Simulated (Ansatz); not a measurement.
Relaxing W

These are results of DFT r2SCAN, scalar-relativistic, plane waves, PAW in Ansatz 0.2.0, not measurements. Cutoff 500 eV, Γ-centred k mesh, Gaussian smearing, no spin polarisation in the final step.

The start puts W on the dhcp structure type (P6_3/mmc, No. 194), at a guessed volume.

```xyz
4
Lattice="2.9009 0.0000 0.0000 -1.4505 2.5123 0.0000 0.0000 0.0000 9.3561" Properties=species:S:1:pos:R:3 pbc="T T T"
W     0.0000    0.0000    0.0000
W     0.0000    0.0000    4.6780
W     0.0000    1.6749    7.0171
W     1.4505    0.8374    2.3390
```

Cell and atoms relax at zero pressure; the relaxation can't lower the symmetry of the start. After a coarse first stage the cell is made exact in the group found at 0.06 Å.

Energies count from the standard state of W at the same level.

Problem. What does it relax into?

Solution. It keeps P6_3/mmc (No. 194). The result has the dhcp structure. Conventional cell: a = 2.764 Å, c = 9.830 Å. Around W on Wyckoff site a (2 atoms of the primitive cell) lie 6 W at 2.76 Å and 6 W at 2.93 Å; W on Wyckoff site d (2 atoms of the primitive cell) has 6 W at 2.76 Å and 6 W at 2.93 Å.

```xyz
4
Lattice="2.7641 0.0000 0.0000 -1.3820 2.3938 0.0000 0.0000 0.0000 9.8296" Properties=species:S:1:pos:R:3 pbc="T T T"
W     0.0000    0.0000    0.0000
W     0.0000    0.0000    4.9148
W     0.0000    1.5958    7.3722
W     1.3820    0.7979    2.4574
```

Problem. What are its volume, energy, density and gap?

Solution. The volume per atom is 16.26 Å³, the density is 18.78 g/cm³ and the energy over the standard structure is 0.55 eV/atom. The gap on the 21×21×6 mesh is 0 eV (a metal).

The final run used a 21×21×6 mesh on its 4-atom cell and 0.10 eV smearing. For metals, differences of a few meV/atom aren't resolved. Spin–orbit coupling is left out. A structure relaxed within its symmetry needn't be a true minimum.